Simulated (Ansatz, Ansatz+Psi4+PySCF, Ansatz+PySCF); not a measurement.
```yaml
atoms:
  - { symbol: C, position_ang: [0.0623, 0.5675, 0.0000] }
  - { symbol: O, position_ang: [0.0623, -0.5567, 0.0000] }
  - { symbol: H, position_ang: [-0.8720, 1.1985, 0.0000] }
```

Basis set: cc-pVTZ (spherical functions). Left uncorrelated: 2 orbitals. Correlation on ROHF uses semicanonical orbitals with singles. Charge 0, multiplicity 2.

Computed with Ansatz (development build ahead of 0.2.0); each method stands on the lowest determinant of its kind that the runs found.

The atomization energy at this shape (free ground-state atoms in the same class of orbitals less the molecule, no zero-point energy) of doublet CHO:

| method | atomization energy |
| --- | --- |
| ROHF-MP2 | 12.02 eV |
| UHF-MP2 | 11.98 eV |

(1) What does ROHF-CCSD(T) give?

Results:

(1) 11.52 eV. Caution: the shape is not the minimum.
